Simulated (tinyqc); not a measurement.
Starting guesses with plain Roothaan steps: SCF starting guesses in the sto-3g basis, for LiH, spin multiplicity 3. Computed by the program tinyqc with PySCF. Command: `OMP_NUM_THREADS=1 python tinyqc.py 111677 111678 out.jsonl`; one thread of a shared host (Intel(R) Xeon(R) Processor @ 2.60GHz), about 0.8 s.

Geometry (angstrom):
```
atom       x       y       z
Li    0.0000  0.0000  0.0000
H     0.0000  0.0000  1.6540
```

lowest solution found by these runs and by PySCF with stability checks = -7.768808 hartree

UHF with one setting changed at a time; a run stops when the energy changes by less than 1e-09 hartree and the error matrix is below 1e-5. Starts: the lowest orbitals of the core Hamiltonian, of the Wolfsberg-Helmholz matrix (K = 1.75), projected atomic densities, random orbitals, and the highest orbitals of the core Hamiltonian (a deliberately bad start).

Largest element of the error matrix X^T (FDS - SDF) X:
```
iteration     core  Wolfsberg-Helmholz  atomic densities   random  highest core orbitals
1          1.2e-01             1.1e-01           1.4e-01  1.1e+00                7.0e-02
2          2.4e-02             4.4e-02           1.3e-01  1.5e-01                1.1e-01
3          8.3e-03             1.6e-02           2.0e-02  4.0e-02                5.4e-02
4          3.3e-03             6.0e-03           4.3e-03  1.8e-02                2.0e-02
5          1.3e-03             2.2e-03           1.6e-03  1.3e-02                7.3e-03
6          5.2e-04             8.4e-04           6.8e-04  1.3e-02                2.7e-03
8          8.0e-05             1.7e-04           1.4e-04  1.0e-02                3.9e-04
10         1.2e-05             3.6e-05           2.8e-05  7.6e-03                5.8e-05
14               -                   -                 -  3.6e-03                      -
20               -                   -                 -  1.1e-03                      -
30               -                   -                 -  1.5e-04                      -
45               -                   -                 -  7.6e-06                      -
```

How each run ends:
```
run                    iterations  E (hartree)         state
core                           11     -7.71743        higher
Wolfsberg-Helmholz             13     -7.76881  lowest found
atomic densities               12     -7.76881  lowest found
random                         47     -7.76881  lowest found
highest core orbitals          13     -7.71743        higher
```

3 of 5 runs reach the lowest solution found, in 12 to 47 iterations (fastest: atomic densities). Ending on a higher stationary point: core, highest core orbitals; a small error matrix cannot reveal that, and an occupation fixed by the start is kept by symmetry or by the shape of the basin. The first errors are 1e-01, 1e-01, 1e-01, 1e+00, 7e-02; the deliberately bad start has the smallest one, so a small first error does not mark a good start.
